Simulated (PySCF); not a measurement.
Silicon: a sound run and one with changed settings

Sound run: Si [Ne] 3s2 3p2, Si⁺ [Ne] 3s2 3p1. Computed with PySCF 2.14 in cc-pVDZ-DK (4s3p1d, 18 functions), with scalar relativity by spin-free X2C-1e. In the sound run the correlated levels freeze [Ne]. The sound run starts from symmetry-adapted Hartree-Fock orbitals and uses a fine grid where one is needed.

Changed run: all electrons correlated in a basis built for the valence shell.

```tsv
species	method	sound run (hartree)	changed run (hartree)	converged
Si	MP2	-289.49698	-289.50236	yes
Si	CCSD(T)	-289.51699	-289.52216	yes
Si⁺	MP2	-289.20633	-289.21176	yes
Si⁺	CCSD(T)	-289.22527	-289.23057	yes
```

Ionisation energy of Si:

```tsv
method	sound run (eV)	changed run (eV)
UHF	7.632	7.632
MP2	7.909	7.908
SCS-MP2	7.837	7.835
CCSD	7.928	7.925
CCSD(T)	7.938	7.934
```

A valence basis has no tight correlating functions, so it recovers only part of the core correlation, and not evenly between atom and ion.

For comparison, NIST gives 8.152 eV between the lowest levels.
